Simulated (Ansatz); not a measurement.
Saddle point of Si2H6Cl, doublet (SiH₃Cl ([SiH3][Cl]) + SiH₃ → SiH₂Cl ([SiH2][Cl]) + SiH₄; bonds formed: H1–Si4; bonds broken: H1–Si2), PBE0-D4/def2-TZVP structure:

```xyz
9
angstrom
H 0.3156 0.0822 0.0127
Si 0.5319 -1.2476 -1.1001
Cl -1.4025 -1.9164 -1.3158
Si -0.3288 1.3260 1.1291
H 1.0361 -0.8325 -2.4360
H 1.3532 -2.3581 -0.5495
H -1.3127 2.1488 0.3784
H -0.9863 0.6261 2.2633
H 0.7933 2.1713 1.6177
```

Energies are electronic, without zero-point energy. Barriers and step energies count from the start structure reached by relaxing down the imaginary mode; all methods use the PBE0-D4 structures, on which another method's saddle can fall below an end. Computed with Ansatz 0.2.0 (basis: def2-TZVPP, with def2-QZVPP for the basis limit); correlated methods freeze the cores; orbitals are unrestricted. B3LYP uses VWN-RPA correlation. Extrapolation: Hartree–Fock as exp(−7.88 √X), correlation as X^−2.97.

```
      method  barrier (eV)  step energy (eV)
       SPW92        -0.034            -0.056
      PBE-D4         0.143            -0.044
     BLYP-D4         0.214            -0.054
   r2SCAN-D4         0.284            -0.018
      B97M-V             ?            -0.026
     PBE0-D4         0.278            -0.018
    B3LYP-D4         0.315            -0.033
  r2SCAN0-D4             ?            -0.007
    BHLYP-D4         0.473            -0.010
CAM-B3LYP-D4             ?            -0.021
     wB97X-V         0.411            -0.020
     wB97M-V         0.420            -0.020
      B2PLYP         0.432            -0.018
    PBE-QIDH         0.450             0.003
  RPA on PBE         0.541            -0.007
          HF         0.934             0.022
         MP2         0.590             0.014
        CCSD         0.580             0.014
     CCSD(T)         0.525             0.007
```

(1) Fill in the withheld barriers. (An estimate is asked for; the value comes from the calculation.)

No T1 diagnostic of these runs exceeds 0.014. ⟨S²⟩ of the unrestricted Hartree–Fock references: 0.75 to 0.78 (a pure state has 0.75). The start structure is not quite a true minimum (one mode of 46i cm⁻¹). The end structure is not quite a true minimum (one mode of 51i cm⁻¹).

## Answers

(1) By the calculation: r2SCAN0-D4 0.369; B97M-V 0.192; CAM-B3LYP-D4 0.407 eV. Each is the energy of the saddle less that of the start structure, by the same method.

For comparison, the barrier by CCSD(T) at an estimated basis limit (MP2 extrapolated from triple and quadruple zeta, plus CCSD(T) − MP2 in triple zeta) is 0.494 eV.

Radical steps of this kind take place in plasma deposition and etching.

Labels in which every atom is bracketed show which atoms are joined, not bond orders.

For scale, one of the runs: CCSD(T)/def2-TZVPP, 210 basis functions (an equivalent command: `ansatz run in.yaml --threads 4`). Time: 98 s of wall clock on 4 CPU threads; the host was shared. Peak host memory: 6.5 GiB.
